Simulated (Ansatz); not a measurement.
## bcc Nb

Level of theory: PBEsol (Ansatz, an electronic-structure program, plane waves, PAW).

Settings: plane-wave cutoff 500 eV, 30×30×30 k mesh, Fermi–Dirac smearing 0.1 eV, no spin polarisation, scalar-relativistic PAW data made under PBE.

Cell (relaxed at this level):

```cif
data_Nb2
_chemical_formula_sum 'Nb2'
_space_group_name_H-M_alt 'Im-3m'
_space_group_IT_number 229
_space_group_name_Hall '-I 4 2 3'
_cell_length_a 3.27293
_cell_length_b 3.27293
_cell_length_c 3.27293
_cell_angle_alpha 90.000
_cell_angle_beta 90.000
_cell_angle_gamma 90.000
loop_
_atom_site_label
_atom_site_type_symbol
_atom_site_symmetry_multiplicity
_atom_site_Wyckoff_symbol
_atom_site_fract_x
_atom_site_fract_y
_atom_site_fract_z
_atom_site_occupancy
Nb1 Nb 2 a 0.00000 0.00000 0.00000 1
```
(The calculation used a cell of 1 atom; values per cell refer to that cell.)

```yaml
volume_per_atom: 17.53 Å³/atom
lattice_constant_a: 3.273 Å
```

Measured, for comparison: equilibrium volume per atom 17.87 Å³/atom, lattice constant a 3.294 Å (static lattice: zero-point anharmonic expansion removed; as tabulated in Mejia-Rodriguez and Trickey (2018), arXiv:1807.09216). Computed (rounded) less measured: equilibrium volume per atom -1.9 %, lattice constant a -0.6 %.

The computed numbers hold no vibrational or temperature effects.
